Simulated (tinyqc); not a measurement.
Worked calculation: CCSD on RHF in the sto-3g basis, frozen core, for H3O+, spin multiplicity 1. One step of it, computed by the program tinyqc.

Question. CCSD: starting amplitudes. t_ij^ab = <ij||ab> / (e_i + e_j - e_a - e_b), whose energy is MP2.

orbital energies (hartree): MO1 -20.860832, MO2 -1.782334, MO3 -1.092589, MO4 -1.092565, MO5 -0.914366, MO6 0.089968, MO7 0.258549, MO8 0.258767

Two-electron integrals over orbitals (pq|rs), unique and non-zero (hartree); the lowest 1 orbital is frozen and left out:
```
(22|22) 0.731370    (32|32) 0.139589    (33|22) 0.663251    (33|33) 0.669461
(42|22) -0.000066   (42|33) -0.033259   (42|42) 0.139554    (43|32) -0.033241
(43|43) 0.041497    (44|22) 0.663180    (44|33) 0.586403    (44|42) 0.033312
(44|44) 0.669416    (52|22) -0.020118   (52|33) 0.003978    (52|42) -4.98e-06
(52|44) 0.003966    (52|52) 0.137611    (53|32) 0.004307    (53|43) 0.004582
(53|53) 0.036123    (54|22) 0.000010    (54|33) 0.004600    (54|42) 0.004292
(54|44) -0.004563   (54|52) 0.000038    (54|54) 0.036124    (55|22) 0.731935
(55|33) 0.653436    (55|42) 0.000027    (55|44) 0.653401    (55|52) 0.076946
(55|54) 0.000052    (55|55) 0.872154    (62|22) 0.144876    (62|33) 0.101138
(62|42) 0.000084    (62|44) 0.101096    (62|52) -0.023076   (62|54) 0.000025
(62|55) 0.147572    (62|62) 0.082821    (63|32) -0.010090   (63|43) 0.023726
(63|53) 0.006856    (63|63) 0.051343    (64|22) 0.000275    (64|33) 0.023955
(64|42) -0.010217   (64|44) -0.023530   (64|52) 0.000046    (64|54) 0.006885
(64|55) 0.000308    (64|62) 0.000176    (64|64) 0.051513    (65|22) -0.068319
(65|33) -0.039173   (65|42) 0.000049    (65|44) -0.039124   (65|52) 0.042396
(65|54) 0.000038    (65|55) -0.056727   (65|62) -0.045343   (65|64) -0.000081
(65|65) 0.037492    (66|22) 0.535458    (66|33) 0.508686    (66|42) 0.000272
(66|44) 0.508929    (66|52) -0.050664   (66|54) -0.000050   (66|55) 0.504220
(66|62) 0.061386    (66|64) -0.000073   (66|65) -0.036635   (66|66) 0.481383
(72|22) 0.000287    (72|33) -0.011725   (72|42) -0.047603   (72|44) 0.012073
(72|52) -0.000011   (72|54) -0.016996   (72|55) 0.000284    (72|62) 0.000080
(72|64) -0.036028   (72|65) -0.000081   (72|66) 0.000114    (72|72) 0.052097
(73|32) -0.038743   (73|43) 0.004526    (73|53) 0.005384    (73|63) 0.024340
(73|73) 0.033389    (74|22) -0.158452   (74|33) -0.129301   (74|42) 0.038674
(74|44) -0.120340   (74|52) -0.034218   (74|54) -0.005395   (74|55) -0.188187
(74|62) -0.081775   (74|64) -0.024487   (74|65) 0.029050    (74|66) -0.041949
(74|72) 0.001321    (74|74) 0.146596    (75|22) -0.000049   (75|33) 0.010974
(75|42) -0.035797   (75|44) -0.011055   (75|52) 0.000088    (75|54) -0.022430
(75|55) -0.000031   (75|62) -0.000070   (75|64) 0.013044    (75|65) 0.000008
(75|66) -0.000133   (75|72) 0.010111    (75|74) -0.013140   (75|75) 0.030324
(76|22) 0.000029    (76|33) 0.040961    (76|42) -0.097199   (76|44) -0.041076
(76|52) -0.000063   (76|54) 0.012073    (76|55) -0.000059   (76|62) -4.68e-06
(76|64) 0.046562    (76|65) -0.000081   (76|66) -0.000349   (76|72) 0.001656
(76|74) -0.048873   (76|75) 0.028904    (76|76) 0.116564    (77|22) 0.581664
(77|33) 0.524938    (77|42) 0.031438    (77|44) 0.598033    (77|52) 0.001834
(77|54) -0.009972   (77|55) 0.576312    (77|62) 0.070484    (77|64) -0.039981
(77|65) -0.023205   (77|66) 0.488683    (77|72) 0.021828    (77|74) -0.064749
(77|75) -0.013249   (77|76) -0.059148   (77|77) 0.579005    (82|32) 0.047567
(82|43) 0.011947    (82|53) 0.016996    (82|63) 0.036038    (82|73) 0.001585
(82|82) 0.052097    (83|22) 0.158370    (83|33) 0.120294    (83|42) 0.038776
(83|44) 0.129298    (83|52) 0.034211    (83|54) -0.005356   (83|55) 0.188155
(83|62) 0.081775    (83|64) -0.024191   (83|65) -0.028997   (83|66) 0.042225
(83|72) 0.001662    (83|74) -0.082119   (83|75) -0.013213   (83|76) -0.049032
(83|77) 0.099381    (83|83) 0.146671    (84|32) 0.038774    (84|43) -0.004503
(84|53) -0.005365   (84|63) -0.024267   (84|73) -0.031301   (84|82) -0.001512
(84|84) 0.033338    (85|32) 0.035788    (85|43) -0.010988   (85|53) 0.022436
(85|63) -0.012987   (85|73) -0.013193   (85|82) 0.010103    (85|84) 0.013189
(85|85) 0.030312    (86|32) 0.097110    (86|43) -0.040870   (86|53) -0.012021
(86|63) -0.046262   (86|73) -0.048984   (86|82) 0.001688    (86|84) 0.048945
(86|85) 0.028840    (86|86) 0.116171    (87|32) 0.031901    (87|43) -0.036731
(87|53) -0.010016   (87|63) -0.040251   (87|73) -0.017630   (87|82) -0.021694
(87|84) 0.017578    (87|85) 0.013355    (87|86) 0.059473    (87|87) 0.048768
(88|22) 0.581732    (88|33) 0.598202    (88|42) -0.031751   (88|44) 0.524823
(88|52) 0.001837    (88|54) 0.010023    (88|55) 0.576336    (88|62) 0.070535
(88|64) 0.040396    (88|65) -0.023266   (88|66) 0.488331    (88|72) -0.021552
(88|74) -0.099501   (88|75) 0.013307    (88|76) 0.059426    (88|77) 0.482350
(88|83) 0.064516    (88|88) 0.579405
```

Give: Starting amplitudes; correlation energy.

Answer.

Starting amplitudes (spin orbitals 1a, 1b, ...; amplitudes related by a flip of all spins are not repeated; the 24 largest):
```
from      to       t
3a 3b  8a 8b  -0.054
4a 4b  7a 7b  -0.054
3a 4b  7b 8a  -0.030
2a 4b  6a 7b   0.025
2a 3b  6a 8b  -0.025
2a 2b  6a 6b  -0.022
4a 4b  6a 6b  -0.022
3a 3b  6a 6b  -0.022
3a 4a  7a 8a  -0.019
5a 5b  6a 6b  -0.019
2a 5b  6a 6b   0.016
2a 4a  6a 7a   0.014
2a 3a  6a 8a  -0.014
5a 5b  7a 7b  -0.013
5a 5b  8a 8b  -0.013
2a 2b  7a 7b  -0.013
2a 2b  8a 8b  -0.013
3a 3b  7a 7b  -0.012
4a 4b  8a 8b  -0.012
4a 5b  6b 7a   0.012
3a 5b  6b 8a  -0.012
3a 4b  7a 8b   0.012
2a 3b  6b 8a   0.011
2a 4b  6b 7a  -0.011
```

correlation energy = -0.04988 hartree
